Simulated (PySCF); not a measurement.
Point-charge models of `C=CPC1CC1` against its computed dipole.

Coordinates (GFN2-xTB, Å) and charges (e) from the PBE0/pcSseg-1 density (PySCF):

| atom | x | y | z | Mulliken | IAO | Hirshfeld | ESP-fitted |
| --- | --- | --- | --- | --- | --- | --- | --- |
| C1 | 2.956 | -0.299 | 0.032 | -0.1536 | -0.3116 | -0.1029 | -0.4927 |
| C2 | 1.818 | 0.375 | 0.038 | -0.4340 | -0.3325 | -0.0949 | +0.0066 |
| P3 | 0.452 | 0.140 | -1.136 | +0.3604 | +0.3737 | +0.1223 | -0.2075 |
| C4 | -0.846 | -0.280 | 0.102 | -0.4883 | -0.3215 | -0.0884 | +0.0167 |
| C5 | -1.747 | 0.823 | 0.582 | -0.2020 | -0.2893 | -0.0913 | -0.3331 |
| C6 | -2.285 | -0.234 | -0.323 | -0.1891 | -0.2866 | -0.0913 | -0.3239 |
| H7 | 3.753 | -0.083 | 0.726 | +0.1200 | +0.1522 | +0.0467 | +0.1766 |
| H8 | 3.140 | -1.095 | -0.673 | +0.1143 | +0.1446 | +0.0431 | +0.2153 |
| H9 | 1.660 | 1.188 | 0.738 | +0.1387 | +0.1541 | +0.0449 | +0.1281 |
| H10 | 0.770 | -1.186 | -1.462 | +0.0413 | -0.0322 | -0.0141 | +0.1063 |
| H11 | -0.561 | -1.040 | 0.823 | +0.1553 | +0.1485 | +0.0412 | +0.0861 |
| H12 | -2.047 | 0.821 | 1.620 | +0.1348 | +0.1515 | +0.0488 | +0.1514 |
| H13 | -1.603 | 1.812 | 0.172 | +0.1345 | +0.1480 | +0.0432 | +0.1630 |
| H14 | -2.960 | -0.972 | 0.085 | +0.1337 | +0.1516 | +0.0490 | +0.1529 |
| H15 | -2.505 | 0.039 | -1.345 | +0.1339 | +0.1495 | +0.0436 | +0.1543 |

**Question.** Compute μ = Σ q r for each scheme (1 e·Å = 4.803 D) and compare with the dipole of the full density.

**Answer.** The full density gives (-0.21, -0.60, 1.02) D, 1.21 D in size; dipole vectors point from the negative to the positive end.

```
    scheme     μx     μy     μz  size (D)  share of the full size (%)  angle to the full dipole (°)
  Mulliken  -0.58  -0.01  -1.37      1.48                         123                           135
       IAO  -0.59   0.42  -0.85      1.11                          92                           138
 Hirshfeld  -0.24   0.15  -0.26      0.39                          32                           131
ESP-fitted  -0.27  -0.57   0.98      1.17                          97                             3
```

**Question.** Which set comes closest?

**Answer.** Length of the difference vector: ESP-fitted 0.08 D, Hirshfeld 1.49 D, IAO 2.17 D, Mulliken 2.49 D. Closest: ESP-fitted. ESP charges are fitted to the potential around the molecule, whose slowest-falling term is the dipole's. 

**Question.** What is left for the Hirshfeld atoms' own dipoles?

**Answer.** The Hirshfeld atoms' densities add up to the full density, so μ = Σ q r + Σ (atomic dipoles). The atomic dipoles sum to (-0.21, -0.60, 1.02) − (-0.24, 0.15, -0.26) = (0.03, -0.75, 1.28) D, 1.49 D in size.

**Question.** With the origin at the mean of the coordinates, (0.000, 0.001, -0.001) Å, which are the largest single terms, by size, of the IAO dipole along the direction of the full one?

**Answer.** P3 -1.99, H12 +0.96, H11 +0.94, H14 +0.78, C2 +0.74 D; all 15 atoms together -0.83 D. The single terms depend on the origin, their sum doesn't.

**Question.** Give the size of the full dipole in other units.

**Answer.** 1.21 D = 0.475 au = 0.251 e·Å = 4.03 × 10⁻³⁰ C·m.

One conformer (not necessarily the lowest) at the GFN2-xTB geometry, without solvent, vibrations or thermal averaging.

The run behind these numbers computed NMR shieldings as well. Cost: about 50 s of CPU time on one thread; the machine was shared, so the figure is rough.

The values belong to the conformer `[CH2:1]=[CH:2][PH:3][CH:4]1[CH2:5][CH2:6]1`: C1–C2–P3–C4 121°, C2–P3–C4–C5 96°.
